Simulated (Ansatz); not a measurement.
Abridged output of a molecular run in Ansatz:

```
Functional definition: HF
543 factors; integrals over basis functions are off by at most 8.6e-4 eV
mean field evaluation 1: about -12074.5816 eV, gradient 3.6e1 eV
mean field evaluation 2: about -12074.5823 eV, gradient 3.6e1 eV
mean field evaluation 4: about -12077.1959 eV, gradient 2.1e0 eV
mean field evaluation 8: about -12077.2185 eV, gradient 1.4e-1 eV
mean field evaluation 16: about -12077.2164 eV, gradient 3.5e-1 eV
mean field -12077.21854008 eV, -443.8295951151 hartree, gradient 1.6e-6 eV, S^2 0.000000; 0 other end points of the search recorded, 0 dependent functions left out
7 core orbitals not correlated: weight in the atoms' cores, before any rotation towards them, 1.000 or more for the frozen orbitals, at most 0.000 for the correlated occupied ones
reference -12077.21854008 eV, -443.8295951151 hartree; 9, 9 occupied and 40, 40 virtual orbitals, 543 factors
second order -11.87307605 eV of doubles, -0.00000000 eV of singles
cycle   1  -12.11008677 eV  change   -2.4e-1 eV  update   8.9e-2
cycle   2  -12.41727653 eV  change   -3.1e-1 eV  update   2.9e-2
cycle   3  -12.50770484 eV  change   -9.0e-2 eV  update   1.6e-2
cycle   4  -12.50234418 eV  change    5.4e-3 eV  update   3.8e-3
cycle   5  -12.49942542 eV  change    2.9e-3 eV  update   1.6e-3
cycle   6  -12.49990232 eV  change   -4.8e-4 eV  update   6.4e-4
cycle   7  -12.49974339 eV  change    1.6e-4 eV  update   2.1e-4
cycle   8  -12.49969873 eV  change    4.5e-5 eV  update   8.0e-5
cycle   9  -12.49972050 eV  change   -2.2e-5 eV  update   3.0e-5
cycle  10  -12.49972666 eV  change   -6.2e-6 eV  update   9.8e-6
perturbative correction -0.28041777 eV, -0.0103051630 hartree
Total energy: -12089.99868450 eV, -444.2992567601 hartree
```

Its atoms:

Z-matrix (Å, degrees):
```
N
Si 1 1.702
H 1 1.008 2 122.2
H 1 1.010 2 125.0 3 -180.0
F 2 1.622 1 98.5 3 -180.0
```

(1) Which basis set was used?
A. cc-pV(T+d)Z
B. def2-TZVPP
C. def2-SVPD
D. def2-SVP

(2) Write the keys of the input that set method, charge and spin (a neutral closed shell needs none for the last two).

Results:

(1) D. It gives 56 functions.

(2) 
```yaml
correlation: {method: ccsd_t}
```
